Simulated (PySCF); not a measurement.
Lewis adducts of Ga(Cl)3. Gas-phase values, no solvent. One relaxed conformer stands for each flexible species; it need not be the lowest. Strings in code marks are SMILES.

Quantity: vertical ionisation energy (energy after one electron is removed minus that of the parent at the parent's geometry), in eV.

Level 1: B3LYP/6-31G* // PBE-D3(BJ)/def2-SVP (PySCF)
Level 2: PBE/6-31G* // PBE-D3(BJ)/def2-SVP (PySCF)
Level 3: minus the HOMO energy of HF/6-31G* // PBE-D3(BJ)/def2-SVP (PySCF)
Level 4: HF/6-31G* // PBE-D3(BJ)/def2-SVP (PySCF)

| species | level 1 | level 2 | level 3 | level 4 |
|---|---|---|---|---|
| `CC#N` | 11.99 | [?] | [?] | 10.80 |
| `O` | 12.34 | 12.30 | 13.54 | 10.80 |
| `CN(C)C` | [?] | [?] | 9.44 | 7.14 |
| `N` | [?] | 10.80 | 11.68 | 9.47 |
| `[Cl][Ga]([Cl])[Cl]` | 11.36 | 10.89 | 12.83 | 12.20 |
| `COC` | 9.80 | 9.55 | 11.40 | 8.91 |
| `CO` | [?] | [?] | 12.07 | 9.68 |

Problem. Complete the blanks.

Solution. 
- `CC#N`, level 2: 11.88
- `CC#N`, level 3: 12.32
- `CN(C)C`, level 1: 8.15
- `CN(C)C`, level 2: 7.99
- `N`, level 1: 10.86
- `CO`, level 1: 10.64
- `CO`, level 2: 10.39
